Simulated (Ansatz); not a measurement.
Start from `C=CC=S` and change one atom or group to get `C=CC(C)=S`.

Ansatz, PBE0-D4/def2-TZVP geometries, multiplicity 1. Each molecule was computed in one conformer, which needn't be the lowest.

```csv
property,`C=CC=S`
HOMO–LUMO gap (PBE0/def2-TZVPP) / eV,3.79
LUMO energy (B3LYP/def2-TZVPP) / eV,-2.89
LUMO energy (PBE/def2-TZVPP) / eV,-3.57
HOMO energy (PBE0/def2-TZVPP) / eV,-6.52
size of the dipole moment (PBE/def2-TZVPP) / D,2.81
HOMO energy (ωB97M-V/def2-TZVPP) / eV,-8.75
```

Question: What does the change do to each property? (An estimate is asked.)

Answer: Ansatz gave: 
| property | `C=CC(C)=S` | shift |
| --- | --- | --- |
| HOMO–LUMO gap (PBE0/def2-TZVPP) / eV | 3.80 | 0.01 |
| LUMO energy (B3LYP/def2-TZVPP) / eV | -2.70 | 0.19 |
| LUMO energy (PBE/def2-TZVPP) / eV | -3.38 | 0.19 |
| HOMO energy (PBE0/def2-TZVPP) / eV | -6.33 | 0.19 |
| size of the dipole moment (PBE/def2-TZVPP) / D | 2.67 | -0.14 |
| HOMO energy (ωB97M-V/def2-TZVPP) / eV | -8.56 | 0.19 |

Dipoles are sizes alone; their direction can turn.

B3LYP here is the variant with VWN-RPA as its local correlation; programs differ in this.
